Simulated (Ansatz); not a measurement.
# r2SCANx+PBEsolc(a = 0.5)/MIDI (density fitting with cc-pVTZ-jkfit, exact exchange 0.5) run of SiNH4F (SMILES N[SiH2]F)

We compute a structure relaxation of SiNH4F. 

Program for the calculation: Ansatz 0.2.0.

8 further runs of the same task are left out: 4 for a known fault of the program, 4 set aside as unsound or not needed.

### Step 1. The structure to begin with

SiNH4F has 7 atoms, charge 0, and is taken as a singlet. As SMILES, `N[SiH2]F`. The coordinates come from a PBE0-D4/def2-TZVP relaxation. This is one conformer, not always the lowest. The run starts from this shape.

Bond lengths: N1–Si2 1.696 Å, Si2–F3 1.605 Å, N1–H4 1.006 Å, N1–H5 1.006 Å, Si2–H6 1.479 Å, Si2–H7 1.479 Å. Angles: N1–Si2–F3 114.6°, N1–Si2–H6 108.3°, N1–Si2–H7 108.3°, F3–Si2–H6 105.8°, F3–Si2–H7 105.8°, Si2–N1–H4 122.0°, Si2–N1–H5 122.0°, H6–Si2–H7 114.0°, H4–N1–H5 111.8°.

### Step 2. A structure relaxation at r2SCANx+PBEsolc(a = 0.5)/MIDI (density fitting with cc-pVTZ-jkfit, exact exchange 0.5)

Input file run.yaml:

```yaml
crystal:
  periodic: [false, false, false]
  atoms:
    - {symbol: "N", position_ang: [-0.761500, 0.339000, -0.625200]}
    - {symbol: Si, position_ang: [0.531100, -0.115700, 0.373400]}
    - {symbol: F, position_ang: [0.515100, -1.653900, 0.829800]}
    - {symbol: H, position_ang: [-0.786600, 0.105100, -1.603600]}
    - {symbol: H, position_ang: [-1.682200, 0.513500, -0.258400]}
    - {symbol: H, position_ang: [0.455900, 0.676200, 1.620700]}
    - {symbol: H, position_ang: [1.789400, 0.068000, -0.382300]}
basis:
  gaussian:
    orbitals: MIDI.json
    fitting: {mean_field: cc-pVTZ-jkfit}
total_charge: 0
hamiltonian:
  xc:
    text: |
      parameter a = 0.5
      exchange = (1 - a)*r2scan_x + a*exact_x
      correlation = pbesol_c
accuracy: high
relax: {}
```

The basis set MIDI is read from a file made from the Basis Set Exchange's data (not shown).

Started as:

```console
$ ansatz run run.yaml --threads 1 --pin off --max-ram 2610MiB --events-out events.jsonl --progress --plain --runs-dir runs
```

Output:

```text
Warning: RAYON_NUM_THREADS=1 ignored (pool sized by the plan → 1); use --threads N
The last accepted step is kept in runs//last_step.txt (removed where the run ends without a failure and the disk answers)
Functional definition: unnamed
  parameter a = 0.5
  exchange = (1 - a)*r2scan_x + a*exact_x
  correlation = pbesol_c
399 factors; integrals over basis functions are off by at most 2.9e-3 eV
mean field evaluation 1: about -12082.7763 eV, gradient 3.9e1 eV
mean field evaluation 2: about -12083.5246 eV, gradient 3.3e1 eV
mean field evaluation 4: about -12085.4176 eV, gradient 2.6e-1 eV
mean field evaluation 8: about -12085.4168 eV, gradient 1.9e-3 eV
mean field evaluation 16: about -12085.4168 eV, gradient 8.4e-8 eV
mean field -12085.41683008 eV, -444.1308767156 hartree, gradient 8.4e-8 eV, S^2 0.000000; 0 other end points of the search recorded, 0 dependent functions left out
the calculation of the forces begins
reference -12085.41683046 eV, -444.1308767298 hartree; 17, 17 occupied and 22, 22 virtual orbitals, 399 factors
relax step   1: F+E_penalty+E_count = -12085.41683008 eV  Δ(F+E_penalty+E_count) = +0.000e0 eV  max|allowed force component| = 1.064e0 eV/Å  Δτ_max = 0.0000 Å  (23 SCF iters, accepted)
these checks for a lower state are left out or cut short: starts, cluster_reference, orbital_swaps, neighbouring_geometries, increment
399 factors; integrals over basis functions are off by at most 2.9e-3 eV
mean field -12085.46983943 eV, -444.1328247732 hartree, gradient 8.6e-8 eV, S^2 0.000000; 0 other end points of the search recorded, 0 dependent functions left out
the calculation of the forces begins
reference -12085.46983981 eV, -444.1328247875 hartree; 17, 17 occupied and 22, 22 virtual orbitals, 399 factors
relax step   2: F+E_penalty+E_count = -12085.46983943 eV  Δ(F+E_penalty+E_count) = -5.301e-2 eV  max|allowed force component| = 4.646e-1 eV/Å  Δτ_max = 0.0570 Å  (28 SCF iters, accepted)
these checks for a lower state are left out or cut short: starts, cluster_reference, orbital_swaps, neighbouring_geometries, increment
399 factors; integrals over basis functions are off by at most 3.0e-3 eV
mean field -12085.47802895 eV, -444.1331257327 hartree, gradient 8.0e-8 eV, S^2 0.000000; 0 other end points of the search recorded, 0 dependent functions left out
the calculation of the forces begins
reference -12085.47802934 eV, -444.1331257470 hartree; 17, 17 occupied and 22, 22 virtual orbitals, 399 factors
relax step   3: F+E_penalty+E_count = -12085.47802895 eV  Δ(F+E_penalty+E_count) = -8.190e-3 eV  max|allowed force component| = 8.098e-2 eV/Å  Δτ_max = 0.0293 Å  (30 SCF iters, accepted)
these checks for a lower state are left out or cut short: starts, cluster_reference, orbital_swaps, neighbouring_geometries, increment
399 factors; integrals over basis functions are off by at most 3.0e-3 eV
mean field evaluation 32: about -12085.4787 eV, gradient 3.4e-4 eV
mean field -12085.47842461 eV, -444.1331402729 hartree, gradient 6.4e-8 eV, S^2 0.000000; 0 other end points of the search recorded, 0 dependent functions left out
the calculation of the forces begins
reference -12085.47842500 eV, -444.1331402872 hartree; 17, 17 occupied and 22, 22 virtual orbitals, 399 factors
relax step   4: F+E_penalty+E_count = -12085.47842461 eV  Δ(F+E_penalty+E_count) = -3.957e-4 eV  max|allowed force component| = 1.791e-2 eV/Å  Δτ_max = 0.0054 Å  (32 SCF iters, accepted)
these checks for a lower state are left out or cut short: starts, cluster_reference, orbital_swaps, neighbouring_geometries, increment
399 factors; integrals over basis functions are off by at most 3.0e-3 eV
mean field -12085.47846505 eV, -444.1331417592 hartree, gradient 2.1e-8 eV, S^2 0.000000; 0 other end points of the search recorded, 0 dependent functions left out
the calculation of the forces begins
reference -12085.47846544 eV, -444.1331417735 hartree; 17, 17 occupied and 22, 22 virtual orbitals, 399 factors
relax step   5: F+E_penalty+E_count = -12085.47846505 eV  Δ(F+E_penalty+E_count) = -4.044e-5 eV  max|allowed force component| = 9.657e-3 eV/Å  Δτ_max = 0.0020 Å  (27 SCF iters, accepted)
399 factors; integrals over basis functions are off by at most 3.0e-3 eV
mean field -12085.47846505 eV, -444.1331417592 hartree, gradient 2.1e-8 eV, S^2 0.000000; 1 other end points of the search recorded, 0 dependent functions left out
the calculation of the forces begins
reference -12085.47846544 eV, -444.1331417735 hartree; 17, 17 occupied and 22, 22 virtual orbitals, 399 factors
Total energy: -12085.47846544 eV, -444.1331417735 hartree
Atom 0 at    -0.790562     0.297241    -0.631852 Å, force    -0.003052    -0.008994     0.000680 eV/Å
Atom 1 at     0.517166    -0.147204     0.373729 Å, force     0.008933     0.009657     0.003029 eV/Å
Atom 2 at     0.570337    -1.697968     0.879970 Å, force    -0.003636    -0.003571    -0.001339 eV/Å
Atom 3 at    -0.780977     0.151094    -1.626049 Å, force     0.000463     0.001756    -0.002309 eV/Å
Atom 4 at    -1.687166     0.564351    -0.264931 Å, force    -0.001339     0.002583     0.000412 eV/Å
Atom 5 at     0.438208     0.691537     1.630129 Å, force    -0.000937    -0.000599     0.000153 eV/Å
Atom 6 at     1.794193     0.073148    -0.406596 Å, force    -0.000431    -0.000831    -0.000626 eV/Å
Dipole moment:    -0.265281     0.379793    -0.291929 e Å
```

It took 17 s on 1 thread of Intel Xeon Platinum 8488C (Sapphire Rapids), shared host; peak memory 0.2 GiB.

The path in brief:

| step | energy from the first frame kept (eV) | largest force (eV/Å) |
| --- | --- | --- |
| 1 | 0.0000 | 1.1439 |
| 2 | -0.0530 | 0.5059 |
| 3 | -0.0612 | 0.1119 |
| 4 | -0.0616 | 0.0182 |
| 5 | -0.0616 | 0.0135 |

After the run. Bond lengths: N1–Si2 1.708 Å, Si2–F3 1.632 Å, N1–H4 1.005 Å, N1–H5 1.005 Å, Si2–H6 1.513 Å, Si2–H7 1.513 Å. Angles: N1–Si2–F3 117.0°, N1–Si2–H6 107.7°, N1–Si2–H7 107.7°, F3–Si2–H6 105.7°, F3–Si2–H7 105.7°, Si2–N1–H4 122.5°, Si2–N1–H5 122.5°, H6–Si2–H7 113.1°, H4–N1–H5 114.1°.

### Step 3. Summary of results

At r2SCANx+PBEsolc(a = 0.5)/MIDI (density fitting with cc-pVTZ-jkfit, exact exchange 0.5):

| quantity | value |
| --- | --- |
| total energy at the end | -444.13314 Eh |
| dipole moment | 2.63 D |

**Reading.** At the final geometry: Bond lengths: N1–Si2 1.708 Å, Si2–F3 1.632 Å, N1–H4 1.005 Å, N1–H5 1.005 Å, Si2–H6 1.513 Å, Si2–H7 1.513 Å. Angles: N1–Si2–F3 117.0°, N1–Si2–H6 107.7°, N1–Si2–H7 107.7°, F3–Si2–H6 105.7°, F3–Si2–H7 105.7°, Si2–N1–H4 122.5°, Si2–N1–H5 122.5°, H6–Si2–H7 113.1°, H4–N1–H5 114.1°. The optimisation took 4 steps and changed the energy by -0.062 eV. Mulliken charges run from -1.11 on N1 to +0.91 on Si2.
